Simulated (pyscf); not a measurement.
Elementary routes open to `[PbH2]` [singlet] + `[OH2]` in the gas phase (singlet surface):
A. `[OH][PbH]` [singlet] + `[H][H]` (H–Pb, H–O broken; O–Pb, H–H formed)
B. `[OH][PbH3]` (H–O broken; O–Pb, H–Pb formed)

Optimised with ωB97X-D3(BJ)/def2-SVP in PySCF.

Rank the routes by free-energy barrier at 1200 K, lowest first, for ωB97M-D3(BJ)/def2-TZVP energies (ideal gas, 1 atm, RRHO with modes under 100 cm⁻¹ raised to 100, one conformer, R ln 2 for chiral ones without a mode under 150 cm⁻¹).

A (46.3 kcal/mol), B (81.8 kcal/mol)

Route A is the fastest of these, ahead of the next by 35.5 kcal/mol. The most stable products are those of A (ΔG = -6.2 kcal/mol), so kinetics and thermodynamics agree. At 298 K A is still the fastest. A: On the reactant side the descent ends in a bound adduct, 14.9 kcal/mol under the separated species and 21.3 kcal/mol under the saddle at ωB97X-D3(BJ)/def2-TZVP. B: On the reactant side the descent ends in a bound adduct (not fully relaxed), 14.9 kcal/mol under the separated species and 59.6 kcal/mol under the saddle at ωB97X-D3(BJ)/def2-TZVP. Only these routes are compared; each barrier is that of the saddle found, and lower ones may exist. Elements past Kr carry the def2 core potentials, without spin-orbit coupling.
